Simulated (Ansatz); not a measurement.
SbI₃ (R-3, No. 148): band gap by level of theory

The reference, 2.1 eV (measured, room temperature, not corrected to a static lattice, indirect, sources range from 2.10 to 2.22; as tabulated in Huang et al. (2020), arXiv:2008.08959), is not set against levels without spin–orbit coupling, which matters for this solid.

| level (code) | value (eV) | cell (Å³/atom) |
|---|---|---|
| LDA (Ansatz) | 1.87 | 38.04 |
| PBEsol (Ansatz) | 2.02 | 41.12 |
| HSE06 (Ansatz) | 2.62 | 41.11 |
| PBE0 (Ansatz) | 3.25 | 41.11 |

Computed values are for a static lattice. Spin–orbit coupling is included only where a level's name says +SOC; with heavier elements it mostly lowers gaps and can invert bands.  LDA, PBEsol, HSE06, PBE0: the gap is read on the k mesh or supercell of the run alone and can be too large. LDA, PBEsol: the relaxation could not lower the start's symmetry, so the cell can be a saddle point above a distorted one. Values are at the level's own equilibrium cell; HSE06 at the PBEsol cell; PBE0 at the PBEsol cell. K meshes differ between the levels. Ansatz's density-functional and Hartree–Fock values are scalar-relativistic unless marked +SOC, with PAW data made under PBE.

Ansatz is a first-principles code.
